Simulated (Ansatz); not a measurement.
# AlSiH6 (doublet): wave-function methods side by side at distance Al1–H4 along a hydrogen transfer = 2.432 Å, cc-pVDZ

The task here is to estimate one member of a computed series from the others.

Computed with Ansatz 0.2.0, Gaussian basis. Level: cc-pVDZ, core rule «outside noble gas», up to 10 orbitals frozen.

The runs, in order: UHF; CCSD(T) on ROHF; CCSD(T) on UHF; BCCD(T) on ROHF; CISD; CCSDT(Q) on ROHF; CCSDT(Q) on UHF; CASSCF and MRCISD+Q, 3 electrons in 3 orbitals; CASSCF and NEVPT2, 3 electrons in 3 orbitals; CASSCF and MRCISD+Q, 9 electrons in 9 orbitals; CASSCF and NEVPT2, 9 electrons in 9 orbitals.

### What is computed

The geometry derives from fragments relaxed apart (PBE0/def2-TZVP) and kept rigid, so it is no stationary point. A hydrogen atom is moved between rigid fragments.

8 atoms, charge 0, spin multiplicity 2.

Atoms are counted from 1 here; the program's logs count them from 0.

Bond lengths: Al1–H2 1.586 Å, Al1–H3 1.586 Å, H4–Si5 1.440 Å, Si5–H6 1.486 Å, Si5–H7 1.486 Å, Si5–H8 1.486 Å. Angles: H2–Al1–H3 120.0°, H4–Si5–H6 107.6°, H4–Si5–H7 107.6°, H4–Si5–H8 107.6°, H6–Si5–H7 111.3°, H6–Si5–H8 111.3°, H7–Si5–H8 111.3°.

Set-up of the first run:

in.yaml

```yaml
crystal:
  periodic: [false, false, false]
  atoms:
    - {symbol: Al, position_ang: [-2.007190, 0.000000, 0.000000]}
    - {symbol: H, position_ang: [-2.800114, 1.373384, 0.000000]}
    - {symbol: H, position_ang: [-2.800114, -1.373384, 0.000001]}
    - {symbol: H, position_ang: [0.424810, 0.000000, 0.000000]}
    - {symbol: Si, position_ang: [1.864810, 0.000000, 0.000000]}
    - {symbol: H, position_ang: [2.314782, -1.416253, 0.000000]}
    - {symbol: H, position_ang: [2.314784, 0.708126, -1.226512]}
    - {symbol: H, position_ang: [2.314784, 0.708127, 1.226511]}
basis:
  gaussian: {orbitals: cc-pVDZ}
magnetization: {spin_polarized: true, initial_magnetization: 1}
hamiltonian: {xc: hf}
output: {orbitals: {seedname: orbitals}}
```

Run with:

```sh
$ ansatz run in.yaml --threads 1 --pin off --events-out ev --progress --plain --max-ram 3968MiB --backend cpu
```

Steps of the session up to this table: UHF; CCSD(T) on ROHF; CCSD(T) on UHF; BCCD(T) on ROHF; CISD; CCSDT(Q) on ROHF; CCSDT(Q) on UHF; CASSCF and MRCISD+Q, 3 electrons in 3 orbitals; CASSCF and NEVPT2, 3 electrons in 3 orbitals; CASSCF and MRCISD+Q, 9 electrons in 9 orbitals; CASSCF and NEVPT2, 9 electrons in 9 orbitals.

One table of the session follows, with a row left open; its other results are not shown here.

```
         method  from UCCSDT(Q) (meV)
           ROHF               +6381.3
            UHF               +6343.1
           RMP2               +1526.0
           UMP2               +1522.1
           CISD                +700.5
          RCCSD                +143.2
          UCCSD                +142.2
       RCCSD(T)                 +33.4
       UCCSD(T)                 +33.3
        BCCD(T)                 +33.1
         RCCSDT                     ?
         UCCSDT                  +2.6
      RCCSDT(Q)                  +0.4
      UCCSDT(Q)                     0
CASSCF frontier               +4878.5
NEVPT2 frontier               +1471.7
```

**Question.** Estimate the row for RCCSDT.

The run gave: from UCCSDT(Q) (meV): +2.9. In the column «from UCCSDT(Q) (meV)» it lies between UCCSDT (+2.6) and BCCD(T) (+33.1).

Limits of these values: Left out of the table: CASSCF pair, NEVPT2 pair, MRCISD pair, MRCISD+Q pair (the active space lost an orbital or holds another state than full CI finds). Restricted and unrestricted rows rest on different reference determinants; where their highest levels disagree by more than a few hundredths of an eV, they describe different states and don't form one ladder. Warnings in the runs' records: passed over end.
